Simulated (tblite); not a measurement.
H₃PS.
SMILES: `[PH3]=S`

Level: GFN2-xTB in tblite, geometry and Hessian alike; calculated harmonic values, unscaled, isolated species. Against measured fundamentals such values can be off by several per cent, at times by over 20. Modes of hydrogen on phosphorus can be 10 to 20 % off.

Harmonic wavenumbers (cm⁻¹): 609.0, 609.4, 750.1, 1051.9, 1053.0, 1056.4, 2277.5, 2280.3, 2280.8.

A = 110748, B = 7479, C = 7479 MHz; mass 65.969 u (most abundant isotopes); point group C3v, symmetry number 3.

What is the zero-point energy?

½Σν̃ = 5984 cm⁻¹ = 17.11 kcal/mol.

Entropy at 298.15 K, 1 bar (ideal gas, RRHO, classical rotation)?

Translation 38.50, rotation 19.29, vibration 1.35: S = 59.1 cal/(mol K).

And Cp and H(298.15 K) − H(0)?

Cp = 11.69 cal/(mol K), of which vibrations give 3.74 (their classical limit is 9 R = 17.9); H(298.15 K) − H(0) = 2.68 kcal/mol without the zero-point energy, 0.31 from vibrations.

Which modes carry the vibrational entropy at 298.15 K?

609.0 cm⁻¹: 0.43; 609.4 cm⁻¹: 0.43; 750.1 cm⁻¹: 0.25; 1051.9 cm⁻¹: 0.08; 1053.0 cm⁻¹: 0.08; 1056.4 cm⁻¹: 0.07 cal/(mol K); the other 3 give 0.00 together.

How do the functions run with temperature in this model?

| T (K) | S (cal/(mol K)) | Cp (cal/(mol K)) | H − H(0) (kcal/mol) | G − H(0) (kcal/mol) | ln q(vib) |
| --- | --- | --- | --- | --- | --- |
| 50 | 43.6 | 7.9 | 0.40 | -1.78 | 0.00 |
| 100 | 49.1 | 8.0 | 0.80 | -4.12 | 0.00 |
| 373.15 | 62.0 | 13.4 | 3.62 | -19.50 | 0.31 |
| 500 | 66.2 | 15.7 | 5.47 | -27.63 | 0.66 |
| 750 | 73.2 | 18.9 | 9.83 | -45.09 | 1.48 |
| 1000 | 79.0 | 21.0 | 14.84 | -64.14 | 2.35 |

q(vib) and H(0) count from the zero-point level.

What must be added to the electronic energy to get the Gibbs energy at 298.15 K and 1 bar?

ZPE + [H(298.15 K) − H(0)] − T·S = 17.11 + 2.68 − 17.63 = 2.16 kcal/mol.

On Intel Xeon Platinum 8488C, one thread, no GPU, on a shared host, this took under 0.1 s. This covers the Hessian and the dipole derivatives.
